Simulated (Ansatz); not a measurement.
The cluster Li3H3⁻, relaxed as a doublet with UKS PBE-D4/def2-TZVPD in Ansatz, starting from the GFN1-xTB geometry. Force threshold 0.02 eV/Å.

The highest occupied level of the charge -1 doublet lies above zero (up to 1.14 eV). By energy differences its removal costs 0.42 eV (vertical, to the charge 0 singlet, at PBE-D4/def2-TZVPD); a positive level beside a positive removal energy at the same level points to self-interaction error. The structure comes from a short search, and lower isomers may exist.

Start:

```xyz
6

Li    0.5141    0.6754    1.1676
Li    1.0279   -0.0412   -1.0190
Li   -1.1985   -0.1231   -0.2391
H     1.3721   -0.7091    0.5565
H    -0.5053   -0.4031   -1.7138
H    -1.2103    0.6011    1.2477
```

```csv
step,energy (eV),largest force component (eV/Å),SCF passes
1,-660.6476,0.856,30
2,-660.8836,0.185,32
3,-660.9770,0.124,33
4,-661.0033,0.081,29
5,-661.0070,0.028,28
6,-661.0074,0.008,26
```

Force components are those of the run's own axes.

End:

| atom | x (Å) | y (Å) | z (Å) |
| --- | --- | --- | --- |
| Li1 | 0.5290 | 0.7503 | 1.5153 |
| Li2 | 1.1913 | -0.1898 | -1.2979 |
| Li3 | -0.9444 | -0.3309 | -0.1115 |
| H4 | 0.9490 | -0.5582 | 0.4096 |
| H5 | -0.4899 | -0.3648 | -1.8394 |
| H6 | -1.2349 | 0.6933 | 1.3240 |

By distances, no bond broke or formed, bridged metal pairs apart. The bond that changes most is Li3–H5, from 1.65 to 1.79 Å (atoms count from 1). A close non-bonded pair moves further: Li3–H4, from 2.75 to 1.98 Å. Metal–metal contacts that move far: Li1–Li2 2.36 to 3.04 Å.

No frequencies were taken in this run, so the end may be a saddle point.

Run time 5.5 s (4 threads of Arm Neoverse V1 on a shared host).
